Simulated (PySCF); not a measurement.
# Si(OH)2: double against triple zeta

Base calculation in PySCF with density fitting and no spin–orbit coupling, PBE0/def2-SVP (no relativity): singlet, C2v, O–H 0.963 Å (×2), Si–O 1.666 Å (×2); H–O–Si 113.7° (×2), O–Si–O 97.6°; wavenumbers 338, 427, 502, 753, 816, 886, 898, 3916, 3917 cm⁻¹; dipole moment 1.46 D, gap between the highest occupied and lowest empty levels 5.84 eV, polar-tensor charge of Si 0.80 e, atomisation energy (no zero-point energy) 1836 kJ/mol.

Question: What changes on going to PBE0/def2-TZVP (no relativity)?

Answer: The point group stays the same. Changes: mean bond to Si -0.017 Å, highest wavenumber -11 cm⁻¹, lowest wavenumber +6 cm⁻¹, dipole moment -0.06 D, gap between the highest occupied and lowest empty levels -0.07 eV, polar-tensor charge of Si +0.04 e, atomisation energy (no zero-point energy) +36 kJ/mol. The new structure has O–H 0.960 Å (×2), Si–O 1.649 Å (×2); H–O–Si 114.7° (×2), O–Si–O 97.5°, with wavenumbers 344, 418, 495, 769, 823, 886, 895, 3905, 3906 cm⁻¹. The larger basis shortens the bonds, as added polarisation functions usually do.

The structures come from searches over a few start shapes, so lower isomers are not excluded.
